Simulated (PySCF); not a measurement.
# C₄H₃N₂−: magnetic properties

What do calculations give for the magnetic properties of C₄H₃N₂− (`C[C-](C#N)C#N`)?

Programs: PySCF 2.14.0, with routines of our own; each step states its level. All values are computed. Atoms count from 0.

## 1. The system as given

9 atoms, charge -1, multiplicity 1; geometry from: GFN2-xTB.

## 2. Magnetic properties: GIAO KT3/aug-pcSseg-1

The job: settings as JSON, then the geometry in Å.

```
{"job": {"kind": "mag", "xc": "KT3", "basis": "aug-pcSseg-1", "isotopologues": 2}, "charge": -1, "multiplicity": 1}
C     -0.959281    -0.571197     0.191159
C      0.318924     0.189487    -0.081984
C      1.505683    -0.485569    -0.179467
N      2.502011    -1.085989    -0.271565
C      0.290652     1.554206    -0.183699
N      0.237673     2.715918    -0.279438
H     -0.908514    -1.574101    -0.242318
H     -1.157636    -0.686450     1.268073
H     -1.815951    -0.050312    -0.245940
```

Level: GIAO KT3/aug-pcSseg-1 magnetisability, rotational g tensor and spin-rotation constants, non-relativistic, gas phase.

Started as:

```sh
OMP_NUM_THREADS=1 python excited_run.py task.json out
```

The driver reads the jobs from task.json and runs them one after another.

Output:

```text
coarse grid: 8328 points
cycle   1  E = -267.7864270244  dE =  7.269e-01  |g| = 6.642e-01  |ddm| = 5.819e+00
cycle   2  E = -266.7132889328  dE =  1.073e+00  |g| = 1.676e+00  |ddm| = 2.548e+02
cycle   3  E = -267.8804515774  dE = -1.167e+00  |g| = 3.176e-01  |ddm| = 2.550e+02
cycle   4  E = -267.9028150248  dE = -2.236e-02  |g| = 1.267e-01  |ddm| = 6.808e-01
cycle   5  E = -267.9051309245  dE = -2.316e-03  |g| = 1.187e-01  |ddm| = 5.240e-01
cycle   6  E = -267.9083516782  dE = -3.221e-03  |g| = 2.133e-02  |ddm| = 2.249e-01
cycle   7  E = -267.9084607112  dE = -1.090e-04  |g| = 3.575e-03  |ddm| = 7.031e-02
cycle   8  E = -267.9084633080  dE = -2.597e-06  |g| = 2.005e-03  |ddm| = 1.328e-02
final grid: 82936 points
cycle   9  E = -267.8889171127  dE = -1.845e-04  |g| = 7.362e-03  |ddm| = 5.577e-01
cycle  10  E = -267.8888850091  dE =  3.210e-05  |g| = 1.390e-02  |ddm| = 4.324e-02
cycle  11  E = -267.8889227992  dE = -3.779e-05  |g| = 5.302e-03  |ddm| = 2.669e-02
cycle  12  E = -267.8889296146  dE = -6.815e-06  |g| = 7.738e-04  |ddm| = 9.212e-03
cycle  13  E = -267.8889297154  dE = -1.008e-07  |g| = 4.544e-04  |ddm| = 1.709e-03
cycle  14  E = -267.8889297569  dE = -4.143e-08  |g| = 2.001e-04  |ddm| = 9.317e-04
cycle  15  E = -267.8889297665  dE = -9.627e-09  |g| = 2.690e-05  |ddm| = 3.767e-04
cycle  16  E = -267.8889297667  dE = -2.162e-10  |g| = 5.641e-06  |ddm| = 1.274e-04
converged SCF energy = -267.8889297667

Magnetisability tensor (1e-30 J/T^2)
     -866.15        0.88       28.69
        0.88     -866.93       17.37
       28.69       17.37     -729.80
isotropic -820.96   principal values    -873.42   -867.50   -721.96
isotropic susceptibility -49.439 1e-6 cm^3/mol

Inertial axes            a          b          c
rot. const./GHz      5.9603     2.9030     1.9763
chi total           -52.242    -52.567    -43.510
chi diamagnetic    -288.544   -468.340   -674.332
chi paramagnetic    236.303    415.774    630.822
quadrupole/D A      -23.970      8.472     15.498
g nuclear            0.6024     0.5125     0.5363
g electronic        -0.6617    -0.5670    -0.5857
g total             -0.0593    -0.0545    -0.0493

Spin-rotation constants (kHz, H = +C I.J)
atom  isotope        aa         bb         cc
  3    14N        0.662      0.364      0.402
  5    14N        0.662      0.364      0.402
  6     1H        0.018     -0.220     -0.135
  7     1H       -0.460     -0.225      0.063
  8     1H        0.018     -0.221     -0.135
  0    13C*       0.957      0.386      0.332
  1    13C*       0.706      0.402      0.258
  2    13C*       0.874      1.079      0.894
* in the singly substituted isotopologue

Isotopologues: g along a, b, c
2H    at 6,7,8             -0.0511    -0.0535    -0.0469
13C   at 0                 -0.0574    -0.0545    -0.0488
```

Wall time 19 s (1 thread of Arm Neoverse V2, shared host); peak memory 0.56 GiB.

From this job:

| quantity | value |
| --- | --- |
| magnetisability | -821·10⁻³⁰ J/T² |
| molar susceptibility | -49.4·10⁻⁶ cm³/mol |
| rotational g (a, b, c) | -0.0593, -0.0545, -0.0493 |

## 3. Magnetic properties: GIAO wB97X/3-21G in acetonitrile

Settings changed since step 2:

```diff
@@ -1,2 +1,2 @@
-{"job": {"kind": "mag", "xc": "KT3", "basis": "aug-pcSseg-1", "isotopologues": 2}, "charge": -1, "multiplicity": 1}
+{"job": {"kind": "mag", "xc": "wB97X", "basis": "3-21G", "scf": {"guess": "vsap"}, "solvent": "acetonitrile"}, "charge": -1, "multiplicity": 1}
 C     -0.959281    -0.571197     0.191159
```

Method: GIAO wB97X/3-21G magnetisability, non-relativistic, IEF-PCM acetonitrile.

Output:

```text
final grid: 82936 points
cycle   1  E = -261.6676985007  dE = -1.748e-01  |g| = 1.613e+00  |ddm| = 3.056e+00
cycle   2  E = -261.1991459471  dE =  4.686e-01  |g| = 2.200e+00  |ddm| = 4.192e+00
cycle   3  E = -262.2753481181  dE = -1.076e+00  |g| = 2.038e-01  |ddm| = 2.846e+00
cycle   4  E = -262.2834169637  dE = -8.069e-03  |g| = 5.549e-02  |ddm| = 2.327e-01
cycle   5  E = -262.2842168212  dE = -7.999e-04  |g| = 5.040e-03  |ddm| = 5.762e-02
cycle   6  E = -262.2842317967  dE = -1.498e-05  |g| = 2.079e-03  |ddm| = 1.235e-02
cycle   7  E = -262.2842342068  dE = -2.410e-06  |g| = 5.816e-04  |ddm| = 4.032e-03
cycle   8  E = -262.2842345420  dE = -3.352e-07  |g| = 2.105e-04  |ddm| = 1.669e-03
cycle   9  E = -262.2842345747  dE = -3.262e-08  |g| = 3.678e-05  |ddm| = 5.989e-04
cycle  10  E = -262.2842345761  dE = -1.479e-09  |g| = 7.618e-06  |ddm| = 1.363e-04
cycle  11  E = -262.2842345762  dE = -7.537e-11  |g| = 5.692e-06  |ddm| = 3.517e-05
converged SCF energy = -262.2842345762

Magnetisability tensor (1e-30 J/T^2)
     -943.64      -12.56       37.53
      -12.56     -929.87       22.70
       37.53       22.70     -752.95
isotropic -875.49   principal values    -960.35   -922.43   -743.68
isotropic susceptibility -52.723 1e-6 cm^3/mol

Inertial axes            a          b          c
rot. const./GHz      5.9603     2.9030     1.9763
chi total           -55.550    -57.815    -44.804
chi diamagnetic    -282.933   -463.605   -667.739
chi paramagnetic    227.382    405.791    622.935
quadrupole/D A      -23.912     10.020     13.891
```

Wall time 4.1 s (1 thread of Arm Neoverse V2, shared host); peak memory 0.44 GiB.

Key values:

```
            quantity               value
     magnetisability     -875·10⁻³⁰ J/T²
molar susceptibility  -52.7·10⁻⁶ cm³/mol
```

## 4. Magnetic properties: GIAO CAM-B3LYP/cc-pVDZ

Settings changed since step 3:

```diff
@@ -1,2 +1,2 @@
-{"job": {"kind": "mag", "xc": "wB97X", "basis": "3-21G", "scf": {"guess": "vsap"}, "solvent": "acetonitrile"}, "charge": -1, "multiplicity": 1}
+{"job": {"kind": "mag", "xc": "CAM-B3LYP", "basis": "cc-pVDZ", "scf": {"aux": "def2-qzvpp-jkfit"}}, "charge": -1, "multiplicity": 1}
 C     -0.959281    -0.571197     0.191159
```

Method: GIAO CAM-B3LYP/cc-pVDZ magnetisability, rotational g tensor and spin-rotation constants, non-relativistic, gas phase.

Output:

```text
final grid: 82936 points
cycle   1  E = -263.5071896890  dE =  9.266e-01  |g| = 6.318e-01  |ddm| = 6.003e+00
cycle   2  E = -263.3488033307  dE =  1.584e-01  |g| = 1.105e+00  |ddm| = 2.774e+00
cycle   3  E = -263.6058904445  dE = -2.571e-01  |g| = 1.022e-01  |ddm| = 1.551e+00
cycle   4  E = -263.6085589314  dE = -2.668e-03  |g| = 3.744e-02  |ddm| = 2.438e-01
cycle   5  E = -263.6089013623  dE = -3.424e-04  |g| = 1.023e-02  |ddm| = 7.323e-02
cycle   6  E = -263.6089293056  dE = -2.794e-05  |g| = 1.707e-03  |ddm| = 1.935e-02
cycle   7  E = -263.6089306610  dE = -1.355e-06  |g| = 4.490e-04  |ddm| = 4.708e-03
cycle   8  E = -263.6089307697  dE = -1.087e-07  |g| = 2.154e-04  |ddm| = 1.376e-03
cycle   9  E = -263.6089307871  dE = -1.740e-08  |g| = 4.167e-05  |ddm| = 4.659e-04
cycle  10  E = -263.6089307884  dE = -1.323e-09  |g| = 2.959e-05  |ddm| = 1.600e-04
cycle  11  E = -263.6089307886  dE = -1.955e-10  |g| = 9.852e-06  |ddm| = 5.437e-05
converged SCF energy = -263.6089307886

Magnetisability tensor (1e-30 J/T^2)
     -893.51       -9.48       37.29
       -9.48     -883.06       22.52
       37.29       22.52     -728.19
isotropic -834.92   principal values    -909.57   -877.46   -717.72
isotropic susceptibility -50.280 1e-6 cm^3/mol

Inertial axes            a          b          c
rot. const./GHz      5.9603     2.9030     1.9763
chi total           -52.842    -54.726    -43.272
chi diamagnetic    -285.341   -463.347   -669.185
chi paramagnetic    232.499    408.621    625.913
quadrupole/D A      -21.857      7.546     14.310
g nuclear            0.6024     0.5125     0.5363
g electronic        -0.6510    -0.5573    -0.5811
g total             -0.0486    -0.0447    -0.0448

Spin-rotation constants (kHz, H = +C I.J)
atom  isotope        aa         bb         cc
  3    14N        0.622      0.346      0.402
  5    14N        0.622      0.346      0.402
  6     1H       -0.010     -0.236     -0.140
  7     1H       -0.478     -0.239      0.054
  8     1H       -0.010     -0.236     -0.140
  0    13C*       0.781      0.327      0.284
  1    13C*       0.565      0.334      0.204
  2    13C*       0.661      1.002      0.838
* in the singly substituted isotopologue
```

Run time: 8.1 s. Hardware: 1 thread of Arm Neoverse V2, shared host; peak memory 0.6 GiB.

Key values:

```
              quantity                      value
       magnetisability            -835·10⁻³⁰ J/T²
  molar susceptibility         -50.3·10⁻⁶ cm³/mol
rotational g (a, b, c)  -0.0486, -0.0447, -0.0448
```

## 5. The levels compared

| level | ξ (10⁻³⁰ J/T²) | g(a) | g(b) | gap (eV) | functions | time |
| --- | --- | --- | --- | --- | --- | --- |
| GIAO KT3/aug-pcSseg-1 | -821 | -0.0593 | -0.0545 | 1.93 | 183 | 19 s |
| GIAO CAM-B3LYP/cc-pVDZ | -835 | -0.0486 | -0.0447 | 7.88 | 99 | 8.1 s |

## 6. Summary of results

| quantity | value |
| --- | --- |
| magnetisability (step 2, GIAO KT3/aug-pcSseg-1) | -821·10⁻³⁰ J/T² |
| molar susceptibility (step 2, GIAO KT3/aug-pcSseg-1) | -49.4·10⁻⁶ cm³/mol |
| rotational g (a, b, c) (step 2, GIAO KT3/aug-pcSseg-1) | -0.0593, -0.0545, -0.0493 |
| magnetisability over the levels | -835 to -821·10⁻³⁰ J/T² |

For an ion, the motion of the centre of mass in the field is left out. The magnetisability spreads by 1.7 % over 2 levels, from GIAO CAM-B3LYP/cc-pVDZ (8.1 s) to GIAO KT3/aug-pcSseg-1 (19 s); the runs took 8.1 s to 19 s. Two levels can agree by chance, so this spread shows no convergence. Vibrational averaging and real surroundings are missing from these values.
